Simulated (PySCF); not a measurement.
**Worked example: the barrier**

An elementary step of AlNH$_{4}$S, singlet (AlNH₄S ([NH2][AlH][SH]) → AlHS ([AlH][S]) + NH₃ (still joined by a long Al–N bond); bonds formed: N2–H4; bonds broken: S3–H4; bonds weakened to dative contacts: Al1–N2). “Start” is the structure reached by relaxing down from the saddle towards the reactants; PBE0-D4/def2-TZVP structures. The saddle:

Al1  (-0.529, 0.812, 0.431)
N2  (0.547, -0.699, 0.039)
S3  (-1.100, 0.966, -1.582)
H4  (-0.060, -0.245, -1.115)
H5  (-0.694, 1.445, 1.863)
H6  (0.277, -1.633, 0.325)
H7  (1.559, -0.647, 0.040)
(Å)

Program: PySCF 2.14 with density fitting (its default auxiliary sets; JK sets also for MP2 and CCSD(T)). Basis: def2-TZVPP and def2-QZVPP. Cores are frozen in the correlated methods.

Energies in eV:

| quantity | saddle | start |
| --- | --- | --- |
| Hartree–Fock, triple zeta (X = 3) | -18946.94432 | -18948.88925 |
| Hartree–Fock, quadruple zeta (X = 4) | -18947.51214 | -18949.47337 |
| MP2 correlation, X = 3 | -13.46963 | -12.88207 |
| MP2 correlation, X = 4 | -14.52586 | -13.90285 |
| CCSD(T) correlation, X = 3 | -14.94919 | -14.45200 |

Work out the barrier at the basis limit: extrapolate Hartree–Fock as E(X) = E∞ + A exp(−7.88 √X) and the MP2 correlation as E(X) = E∞ + B X^−2.97 (the exponents that Neese and Valeev fitted for def2-TZVPP and QZVPP), then add CCSD(T) − MP2 in triple zeta.

Each step is linear, so take the differences first (saddle − start): Hartree–Fock 1.94493 (X = 3) and 1.96123 (X = 4); MP2 correlation -0.58756 and -0.62301; CCSD(T) correlation -0.49719.
Two points give E∞ = E(4) + w [E(4) − E(3)], with w = 1/(exp(7.88 (2 − √3)) − 1) = 0.1377 for Hartree–Fock and w = 1/((4/3)^2.97 − 1) = 0.7407 for the correlation.
Hartree–Fock: 1.96123 + 0.1377 × 0.01630 = 1.9635 eV.
MP2 correlation: -0.62301 + 0.7407 × (-0.03545) = -0.6493 eV.
CCSD(T) − MP2: -0.49719 − (-0.58756) = 0.0904 eV.
Sum: 1.9635 + (-0.6493) + 0.0904 = 1.4046 eV, or 32.39 kcal/mol. Plain CCSD(T) in triple zeta gives 1.4477 eV, so the larger basis shifts the result by -0.0431 eV.

No T1 diagnostic of these runs exceeds 0.017.

Labels in which every atom is bracketed show which atoms are joined, not bond orders.

For scale, one of the runs: CCSD(T)/def2-TZVPP, 171 basis functions, launched by `OMP_NUM_THREADS=4 python run.py`. Hardware: 4 CPU threads of an Arm Neoverse V1, shared host. Wall time 2.7 min; peak host memory 1.3 GiB.
